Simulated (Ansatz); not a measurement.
in.yaml

```yaml
crystal:
  periodic: [false, false, false]
  atoms:
    - {symbol: Ge, position_ang: [0.000000, -0.036155, 0.000000]}
    - {symbol: H, position_ang: [0.000000, 1.302805, -2.362258]}
    - {symbol: H, position_ang: [0.000000, 1.302805, 2.362258]}
basis:
  gaussian: {orbitals: STO-3G}
total_charge: 1
magnetization: {spin_polarized: false, initial_magnetization: 1}
correlation: {method: fic_mrcisd_q, electrons: outside_noble_gas, active_space: {window: {electrons: 3, orbitals: 3}, states: [{multiplicity: 2, irrep: Sigma, weights: [1]}]}}
```

```sh
$ ansatz run in.yaml --threads 1 --pin off --events-out ev --progress --plain --max-ram 2393MiB
```

Task: What does the program do with this input?

Result: Stopped by an error. The input was made wrong on purpose (irrep not in the group), so the run isn't a sound calculation of what was asked.
```
the irreps are read with x along [1.000, -0.000, 0.000], y along [0.000, 0.000, -1.000] and z along [0.000, 1.000, 0.000] of the geometry given
219 factors; integrals over basis functions are off by at most 3.6e-8 eV
mean field evaluation 1: about -55842.8639 eV, gradient 1.2e1 eV
mean field evaluation 2: about -55842.8675 eV, gradient 1.2e1 eV
mean field evaluation 4: about -55844.7507 eV, gradient 1.5e0 eV
mean field evaluation 8: about -55844.9299 eV, gradient 2.3e-1 eV
mean field evaluation 16: about -55844.9317 eV, gradient 2.0e-3 eV
mean field evaluation 32: about -55842.8639 eV, gradient 1.2e1 eV
mean field evaluation 64: about -55842.8958 eV, gradient 5.2e-4 eV
mean field evaluation 96: about -55839.0902 eV, gradient 9.1e-1 eV
mean field -55846.50260517 eV, -2052.3211166211 hartree, gradient 2.4e-6 eV, S^2 0.750000; 9 other end points of the search recorded, 0 dependent functions left out
reference -55844.93172943 eV, -2052.2633880022 hartree; 17, 16 occupied and 3, 4 virtual orbitals, 219 factors
Error: the irrep Sigma is not accepted for these orbitals, which take A1, B1, B2, A2, or 1 to 4
```
